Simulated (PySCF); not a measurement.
**SiF2: core ionisation energies**

Species: SiF2.
Bonds: Si1–F2, Si1–F3.

Method: delta-SCF UKS SCAN, pcX-2 on the ionised atom, pcseg-1 elsewhere, spin-free X2C in PySCF 2.14.0. Each binding energy is the total energy of the core-ionised species, with the hole localised on one atom, minus that of the ground state; both are solved self-consistently, so orbital relaxation is included.

Q: List the computed XPS lines with their assignment.

A: 
```
atom(s)  bonded to     level  binding energy (eV)  2p1/2 (eV)  count
    Si1        2 F  Si 2p3/2               110.07      110.70      1
  F2/F3         Si      F 1s               692.91           –      2
    Si1        2 F     Si 1s              1850.32           –      1
```

Q: Which photon energy gives electrons from Si 1s of Si1 a kinetic energy of 50 eV, and what is their de Broglie wavelength?

A: hν = 1850.32 + 50 = 1900.32 eV, recoil neglected; λ = 12.264 Å/√(E/eV) = 1.73 Å.

Q: Which effective nuclear charge Zeff reproduces each element's mean 1s value in the hydrogen-like formula E = 13.606 eV × Zeff²?

A: F (Z = 9): mean 692.9 eV, Zeff = 7.14, Z − Zeff = 1.86; Si (Z = 14): mean 1850.3 eV, Zeff = 11.66, Z − Zeff = 2.34. Means run over the listed sites, weighted by atom count.

The first atom of each set that the bonding makes equivalent was ionised and stands for the set. Spin–orbit coupling isn't in the SCF: each 2p doublet comes from a relaxed spin-free hole plus a matrix of the shell (mean-field spin–orbit coupling and the ground-state 2p splitting), with 2p3/2 averaged over its two sublevels. 2p1/2 minus 2p3/2 (ligand field included): Si 0.63 eV. Geometry: PBE0-D3(BJ)/def2-SVP; no solvent, vibrations or thermal averaging.

On one thread, Arm Neoverse V1, shared host, this took 2.9 s of wall time.
